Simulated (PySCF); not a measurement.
# A diatomic session: AlH, part 2 of 2

PySCF 2.14.0; Al x2c-SVPall, H x2c-SVPall; spin-free X2C with a Gaussian nucleus.

**8. PBEsol (GGA)**

Output of the SCF at 1.669 Å:

```text
******** <class 'pyscf.dft.uks_symm.SymAdaptedUKS'> ********
method = SymAdaptedUKS
initial guess = minao
damping factor = 0
level_shift factor = 0
DIIS = <class 'pyscf.scf.diis.CDIIS'>
diis_start_cycle = 1
diis_space = 10
diis_damp = 0
SCF conv_tol = 1e-09
SCF conv_tol_grad = None
SCF max_cycles = 60
direct_scf = False
max_memory 909 MB (current use 244 MB)
number electrons alpha = 7  beta = 7
XC library pyscf.dft.libxc version 7.0.0
    S. Lehtola, C. Steigemann, M. J.T. Oliveira, and M. A.L. Marques.,  SoftwareX 7, 1–5 (2018)
XC functionals = PBEsol
    J. P. Perdew, A. Ruzsinszky, G. I. Csonka, O. A. Vydrov, G. E. Scuseria, L. A. Constantin, X. Zhou, and K. Burke.,  Phys. Rev. Lett. 100, 136406 (2008)
    J. P. Perdew, A. Ruzsinszky, G. I. Csonka, O. A. Vydrov, G. E. Scuseria, L. A. Constantin, X. Zhou, and K. Burke.,  Phys. Rev. Lett. 100, 136406 (2008)
small_rho_cutoff = 0
Set gradient conv threshold to 3.16228e-05
init E= -242.685545496727
cycle= 1 E= -242.686192274172  delta_E= -0.000647  |g|= 0.00892  |ddm|= 0.0589
cycle= 2 E= -242.686217742434  delta_E= -2.55e-05  |g|= 0.00538  |ddm|= 0.0284
cycle= 3 E= -242.686253339031  delta_E= -3.56e-05  |g|= 0.00138  |ddm|= 0.0189
cycle= 4 E= -242.686255875361  delta_E= -2.54e-06  |g|= 2.85e-05  |ddm|= 0.0046
cycle= 5 E= -242.686255876339  delta_E= -9.78e-10  |g|= 4.73e-06  |ddm|= 0.000143
Extra cycle  E= -242.686255876357  delta_E= -1.76e-11  |g|= 2.22e-06  |ddm|= 1.85e-05
converged SCF energy = -242.686255876357  <S^2> = -1.7763568e-15  2S+1 = 1
```

Re = 1.688 Å, ωe = 1585 cm⁻¹, ωexe = 25.8 cm⁻¹, αe = 0.176 cm⁻¹, Be = 6.087 cm⁻¹, De = 3.09 eV, μ = 0.02 D.

**9. MN15 (hybrid meta-GGA)**

Output of the SCF at 1.669 Å:

```text
******** <class 'pyscf.dft.uks_symm.SymAdaptedUKS'> ********
method = SymAdaptedUKS
initial guess = minao
damping factor = 0
level_shift factor = 0
DIIS = <class 'pyscf.scf.diis.CDIIS'>
diis_start_cycle = 1
diis_space = 10
diis_damp = 0
SCF conv_tol = 1e-09
SCF conv_tol_grad = None
SCF max_cycles = 60
direct_scf = False
max_memory 909 MB (current use 244 MB)
number electrons alpha = 7  beta = 7
XC library pyscf.dft.libxc version 7.0.0
    S. Lehtola, C. Steigemann, M. J.T. Oliveira, and M. A.L. Marques.,  SoftwareX 7, 1–5 (2018)
XC functionals = MN15
    H. S. Yu, X. He, S. L. Li, and D. G. Truhlar.,  Chem. Sci. 7, 5032-5051 (2016)
    H. S. Yu, X. He, S. L. Li, and D. G. Truhlar.,  Chem. Sci. 7, 5032-5051 (2016)
small_rho_cutoff = 0
Set gradient conv threshold to 3.16228e-05
init E= -243.260906122195
cycle= 1 E= -243.262542838522  delta_E= -0.00164  |g|= 0.0121  |ddm|= 0.128
cycle= 2 E= -243.262649566358  delta_E= -0.000107  |g|= 0.00557  |ddm|= 0.0293
cycle= 3 E= -243.262679188997  delta_E= -2.96e-05  |g|= 0.000374  |ddm|= 0.0122
cycle= 4 E= -243.262679448045  delta_E= -2.59e-07  |g|= 6.31e-05  |ddm|= 0.00211
cycle= 5 E= -243.262679454421  delta_E= -6.38e-09  |g|= 4.14e-06  |ddm|= 0.000415
cycle= 6 E= -243.262679454448  delta_E= -2.7e-11  |g|= 8.61e-07  |ddm|= 2.96e-05
Extra cycle  E= -243.262679454449  delta_E= -8.53e-13  |g|= 2.07e-07  |ddm|= 3.46e-06
converged SCF energy = -243.262679454449  <S^2> = 0  2S+1 = 1
```

Re = 1.656 Å, ωe = 1679 cm⁻¹, ωexe = 27.6 cm⁻¹, αe = 0.180 cm⁻¹, Be = 6.329 cm⁻¹, De = 3.35 eV, μ = -0.12 D.

**10. BLYP**

Log of the SCF at 1.669 Å:

```text
******** <class 'pyscf.dft.uks_symm.SymAdaptedUKS'> ********
method = SymAdaptedUKS
initial guess = minao
damping factor = 0
level_shift factor = 0
DIIS = <class 'pyscf.scf.diis.CDIIS'>
diis_start_cycle = 1
diis_space = 10
diis_damp = 0
SCF conv_tol = 1e-09
SCF conv_tol_grad = None
SCF max_cycles = 60
direct_scf = False
max_memory 909 MB (current use 244 MB)
number electrons alpha = 7  beta = 7
XC library pyscf.dft.libxc version 7.0.0
    S. Lehtola, C. Steigemann, M. J.T. Oliveira, and M. A.L. Marques.,  SoftwareX 7, 1–5 (2018)
XC functionals = BLYP
    A. D. Becke.,  Phys. Rev. A 38, 3098 (1988)
    C. Lee, W. Yang, and R. G. Parr.,  Phys. Rev. B 37, 785 (1988)
    B. Miehlich, A. Savin, H. Stoll, and H. Preuss.,  Chem. Phys. Lett. 157, 200 (1989)
small_rho_cutoff = 0
Set gradient conv threshold to 3.16228e-05
init E= -243.33322351474
cycle= 1 E= -243.333837843127  delta_E= -0.000614  |g|= 0.00664  |ddm|= 0.0824
cycle= 2 E= -243.333846121842  delta_E= -8.28e-06  |g|= 0.00445  |ddm|= 0.0257
cycle= 3 E= -243.333870352558  delta_E= -2.42e-05  |g|= 0.000885  |ddm|= 0.0155
cycle= 4 E= -243.333871448439  delta_E= -1.1e-06  |g|= 1.94e-05  |ddm|= 0.00287
cycle= 5 E= -243.333871448972  delta_E= -5.33e-10  |g|= 2.91e-06  |ddm|= 7.7e-05
Extra cycle  E= -243.333871448978  delta_E= -6.48e-12  |g|= 1.73e-06  |ddm|= 1.74e-05
converged SCF energy = -243.333871448978  <S^2> = -2.6645353e-15  2S+1 = 1
```

Re = 1.681 Å, ωe = 1586 cm⁻¹, ωexe = 26.6 cm⁻¹, αe = 0.181 cm⁻¹, Be = 6.137 cm⁻¹, De = 3.11 eV, μ = -0.11 D.

**11. RHF**

Log of the SCF at 1.669 Å:

```text
******** <class 'pyscf.scf.hf_symm.SymAdaptedRHF'> ********
method = SymAdaptedRHF
initial guess = minao
damping factor = 0
level_shift factor = 0
DIIS = <class 'pyscf.scf.diis.CDIIS'>
diis_start_cycle = 1
diis_space = 10
diis_damp = 0
SCF conv_tol = 1e-09
SCF conv_tol_grad = None
SCF max_cycles = 60
direct_scf = False
max_memory 909 MB (current use 245 MB)
Overwritten attributes  get_hcore get_jk get_k get_j get_occ  of <class 'pyscf.scf.hf_symm.SymAdaptedRHF'>
<class 'pyscf.scf.hf_symm.SymAdaptedRHF'> does not have attributes  refdm
Set gradient conv threshold to 3.16228e-05
init E= -242.798873444215
cycle= 1 E= -242.802104940749  delta_E= -0.00323  |g|= 0.0153  |ddm|= 0.165
cycle= 2 E= -242.802277362105  delta_E= -0.000172  |g|= 0.00438  |ddm|= 0.0487
cycle= 3 E= -242.802294440378  delta_E= -1.71e-05  |g|= 0.000443  |ddm|= 0.02
cycle= 4 E= -242.802294641126  delta_E= -2.01e-07  |g|= 6.62e-05  |ddm|= 0.00222
cycle= 5 E= -242.802294646795  delta_E= -5.67e-09  |g|= 1.37e-05  |ddm|= 0.000497
cycle= 6 E= -242.80229464706  delta_E= -2.65e-10  |g|= 1.45e-06  |ddm|= 0.000129
Extra cycle  E= -242.802294647062  delta_E= -2.05e-12  |g|= 5.1e-07  |ddm|= 8.35e-06
converged SCF energy = -242.802294647062
```

Re = 1.646 Å, ωe = 1760 cm⁻¹, ωexe = 26.7 cm⁻¹, αe = 0.169 cm⁻¹, Be = 6.405 cm⁻¹, De = 2.29 eV, μ = 0.27 D.

**12. MP2 and coupled cluster**

Reference: RHF; core orbitals frozen: 5.

Output of the coupled-cluster run at 1.669 Å:

```text
******** <class 'pyscf.cc.ccsd.CCSD'> ********
CC2 = 0
CCSD nocc = 2, nmo = 18
frozen orbitals [0, 1, 2, 3, 4]
max_cycle = 80
direct = 0
conv_tol = 1e-07
conv_tol_normt = 1e-05
diis_space = 8
diis_start_cycle = 0
diis_start_energy_diff = 1e+09
max_memory 909 MB (current use 245 MB)
Init t2, MP2 energy = -242.852319230254  E_corr(MP2) -0.0500245831920644
Init E_corr(CCSD) = -0.0500245831922745
cycle = 1  E_corr(CCSD) = -0.0628855728105059  dE = -0.0128609896  norm(t1,t2) = 0.0527875
cycle = 2  E_corr(CCSD) = -0.06716820729501  dE = -0.00428263448  norm(t1,t2) = 0.0250836
cycle = 3  E_corr(CCSD) = -0.0706036853896869  dE = -0.00343547809  norm(t1,t2) = 0.0132328
cycle = 4  E_corr(CCSD) = -0.0704356358378917  dE = 0.000168049552  norm(t1,t2) = 0.0019157
cycle = 5  E_corr(CCSD) = -0.0704382727240004  dE = -2.63688611e-06  norm(t1,t2) = 0.000377527
cycle = 6  E_corr(CCSD) = -0.0704310703560969  dE = 7.2023679e-06  norm(t1,t2) = 0.000115244
cycle = 7  E_corr(CCSD) = -0.0704291803260175  dE = 1.89003008e-06  norm(t1,t2) = 3.78011e-05
cycle = 8  E_corr(CCSD) = -0.0704304638289499  dE = -1.28350293e-06  norm(t1,t2) = 9.03186e-06
cycle = 9  E_corr(CCSD) = -0.0704299762870215  dE = 4.87541928e-07  norm(t1,t2) = 2.44154e-06
cycle = 10  E_corr(CCSD) = -0.0704300702399568  dE = -9.39529353e-08  norm(t1,t2) = 5.81539e-07
CCSD converged
E(CCSD) = -242.8727247173021  E_corr = -0.07043007023995679
CCSD(T) correction = -0.000924476520845628
```

Correlation energy (eV) along the bond:

| R (Å) | MP2 | SCS-MP2 | CCSD | CCSD(T) | T1 |
| --- | --- | --- | --- | --- | --- |
| 1.435 | -1.375 | -1.594 | n/a | n/a | n/a |
| 1.502 | -1.370 | -1.589 | -1.923 | -1.946 | 0.015 |
| 1.569 | -1.366 | -1.584 | -1.919 | -1.943 | 0.015 |
| 1.619 | -1.363 | -1.581 | -1.917 | -1.942 | 0.015 |
| 1.669 | -1.361 | -1.579 | -1.916 | -1.942 | 0.015 |
| 1.719 | -1.360 | -1.578 | -1.917 | -1.943 | 0.015 |
| 1.786 | -1.358 | -1.576 | -1.919 | -1.945 | 0.016 |
| 1.869 | -1.357 | -1.576 | -1.924 | -1.951 | 0.016 |
| 1.969 | -1.356 | -1.576 | -1.933 | -1.962 | 0.017 |
| 2.103 | -1.357 | -1.580 | n/a | n/a | n/a |

RHF-MP2: Re = 1.642 Å, ωe = 1760 cm⁻¹, ωexe = 27.2 cm⁻¹, αe = 0.171 cm⁻¹, Be = 6.433 cm⁻¹, De = 2.86 eV.

RHF-SCS-MP2: Re = 1.642 Å, ωe = 1756 cm⁻¹, ωexe = 27.5 cm⁻¹, αe = 0.173 cm⁻¹, Be = 6.435 cm⁻¹, De = 2.96 eV.

RHF-CCSD: Re = 1.645 Å, ωe = 1732 cm⁻¹, ωexe = 29.2 cm⁻¹, αe = 0.181 cm⁻¹, Be = 6.413 cm⁻¹, De = 3.02 eV.

RHF-CCSD(T): Re = 1.646 Å, ωe = 1727 cm⁻¹, ωexe = 29.5 cm⁻¹, αe = 0.182 cm⁻¹, Be = 6.406 cm⁻¹, De = 3.03 eV.

**13. The curves together**

Energy (eV) from each level's lowest point:

| R (Å) | RHF | RHF-MP2 | RHF-SCS-MP2 | RHF-CCSD | RHF-CCSD(T) | PBE | PBEsol | BLYP | r²SCAN | PBE0 | MN15 |
| --- | --- | --- | --- | --- | --- | --- | --- | --- | --- | --- | --- |
| 1.435 | 0.327 | 0.314 | 0.313 | n/a | n/a | 0.400 | 0.410 | 0.387 | 0.360 | 0.368 | 0.335 |
| 1.502 | 0.137 | 0.129 | 0.128 | 0.131 | 0.132 | 0.194 | 0.201 | 0.186 | 0.165 | 0.169 | 0.147 |
| 1.569 | 0.034 | 0.030 | 0.030 | 0.031 | 0.032 | 0.070 | 0.074 | 0.066 | 0.052 | 0.055 | 0.042 |
| 1.619 | 0.001 | 0.000 | 0.000 | 0.001 | 0.001 | 0.020 | 0.022 | 0.018 | 0.011 | 0.012 | 0.006 |
| 1.669 | 0.000 | 0.001 | 0.001 | 0.000 | 0.000 | 0.000 | 0.000 | 0.000 | 0.000 | 0.000 | 0.000 |
| 1.719 | 0.024 | 0.026 | 0.026 | 0.024 | 0.023 | 0.004 | 0.002 | 0.005 | 0.013 | 0.012 | 0.018 |
| 1.786 | 0.087 | 0.091 | 0.091 | 0.085 | 0.084 | 0.039 | 0.036 | 0.042 | 0.059 | 0.059 | 0.071 |
| 1.869 | 0.205 | 0.210 | 0.209 | 0.198 | 0.196 | 0.120 | 0.115 | 0.124 | 0.154 | 0.154 | 0.174 |
| 1.969 | 0.385 | 0.391 | 0.389 | 0.369 | 0.365 | 0.256 | 0.248 | 0.259 | 0.304 | 0.307 | 0.333 |
| 2.103 | 0.666 | 0.671 | 0.666 | n/a | n/a | 0.477 | 0.468 | 0.478 | 0.544 | 0.552 | 0.585 |

The whole job (state search and all levels along the bond) took 0.31 min on 1 thread of Intel Xeon 6975P-C (shared host), peak memory 0.33 GiB.

**14. Results**

The summary covers parts 1 to 2.

Lowest PBE0 solution found, without spin–orbit coupling: ¹Σ⁺ (singlet), closed shell. State 2 has its PBE0 minimum 1.67 eV higher. The other levels ran on the lowest alone.

| level | Re (Å) | ωe (cm⁻¹) | De (eV) | μ (D) |
| --- | --- | --- | --- | --- |
| RHF | 1.646 | 1760 | 2.29 | 0.27 |
| RHF-MP2 | 1.642 | 1760 | 2.86 | n/a |
| RHF-SCS-MP2 | 1.642 | 1756 | 2.96 | n/a |
| RHF-CCSD | 1.645 | 1732 | 3.02 | n/a |
| RHF-CCSD(T) | 1.646 | 1727 | 3.03 | n/a |
| PBE | 1.685 | 1591 | 3.00 | -0.01 |
| PBEsol | 1.688 | 1585 | 3.09 | 0.02 |
| BLYP | 1.681 | 1586 | 3.11 | -0.11 |
| r²SCAN | 1.666 | 1646 | 3.02 | 0.14 |
| PBE0 | 1.668 | 1657 | 2.98 | 0.08 |
| MN15 | 1.656 | 1679 | 3.35 | -0.12 |

De is counted to Al + H in their ground configurations. A positive dipole means Al(−)H(+).

Differences from CCSD(T) in the same basis:

| level | Re (mÅ) | ωe (%) |
| --- | --- | --- |
| RHF | 0 | +1.9 |
| RHF-MP2 | -3 | +1.9 |
| RHF-SCS-MP2 | -4 | +1.7 |
| RHF-CCSD | -1 | +0.3 |
| PBE | +39 | -7.9 |
| PBEsol | +43 | -8.2 |
| BLYP | +36 | -8.1 |
| r²SCAN | +20 | -4.7 |
| PBE0 | +22 | -4.1 |
| MN15 | +10 | -2.7 |

Time per point (s) on 1 thread of Intel Xeon 6975P-C, shared host (CPU time, shared integrals of 0.012 s apart; correlated levels include their reference; CCSD comes with the CCSD(T) run); the times are rough: RHF 0.01, RHF-MP2 0.014, RHF-SCS-MP2 0.014, PBE 0.15, PBEsol 0.11, BLYP 0.12, r²SCAN 0.23, PBE0 0.26, MN15 0.23; the reference 0.068.

The cheapest levels within 10 mÅ and 2.5 % of CCSD(T): RHF (0.01 s), RHF-SCS-MP2 (0.014 s), RHF-MP2 (0.014 s). The dearest run takes 0.26 s.

Judged by CCSD(T) in the same basis: best bond length RHF (0 mÅ), worst PBEsol (+43 mÅ); best wavenumber RHF-CCSD (+0.3 %), worst PBEsol (-8.2 %). PBE gives a bond that is too long and too soft, as GGAs tend to. CCSD(T) in a basis this small is itself some way from its limit, more so than the functionals. Of the levels with a De here, RHF gives the least (2.29 eV) and MN15 the most (3.35 eV).

Correlated steps freeze 5 core orbitals.
